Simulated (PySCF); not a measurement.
AlOF: fields on a plane

These are results of PBE0 in PySCF with Al def2-TZVP, O def2-TZVP, F def2-TZVP; no relativity; density-fitted integrals, not measurements.

The singlet minimum has Al–F 1.631 Å, Al–O 1.593 Å; F–Al–O 180.0°.

The plane holds Al1 at (0.00, 0.00), O2 at (1.59, 0.00), F3 at (-1.63, 0.00) Å. Columns run from x = -3.75 to 3.75 Å, rows from y = 2.25 (top) to -1.95 Å, in steps of 0.3 Å. Other isomers or separated fragments may lie lower.

Give the electron density (e/Å³) (cut at 5 e/Å³). Lower edges of the bins (e/Å³): '0' 0.000, '1' 0.030, '2' 0.076, '3' 0.151, '4' 0.268, '5' 0.455, '6' 0.750, '7' 1.218, '8' 1.960, '9' 3.136; top 5.00.


```
00000000000000000000000000
00000000000000000000000000
00000000000000000000000000
00000011111011111111000000
00000123322112233333210000
00001356543333345665320000
00013589865599657898531000
00014799986999968999741000
00014799986999968999741000
00013589865599657898531000
00001356543333345665320000
00000123322112233333210000
00000011111011111111000000
00000000000000000000000000
00000000000000000000000000
```

Give the electrostatic potential (V) (cut at 20 V). Lower edges of the bins (V): '_' -2.64, '.' -2.51, ':' -2.29, '-' -1.96, '=' -1.43, '+' -0.58, '*' 0.76, '#' 2.88, '%' 6.24, '@' 11.56; top 20.0, each point printed twice.


```
++++++++++++++****************++++++================
++++++++++++++******************++++================
++++++++++++++******########****++==----------======
++++++++++++++****####%%%%%%##**++==--::::::----====
++++++++++++++****##%%%%@@@@%%##++==--::....::----==
++++++++++**######%%@@@@@@@@@@%%######**--__..::----
++++++++++##@@@@@@@@@@@@@@@@@@@@@@@@@@@@**::__::----
++++++++**%%@@@@@@@@@@@@@@@@@@@@@@@@@@@@%%--__..----
++++++++**%%@@@@@@@@@@@@@@@@@@@@@@@@@@@@%%--__..----
++++++++++##@@@@@@@@@@@@@@@@@@@@@@@@@@@@**::__::----
++++++++++**######%%@@@@@@@@@@%%######**--__..::----
++++++++++++++****##%%%%@@@@%%##++==--::....::----==
++++++++++++++****####%%%%%%##**++==--::::::----====
++++++++++++++******########****++==----------======
++++++++++++++******************++++================
```
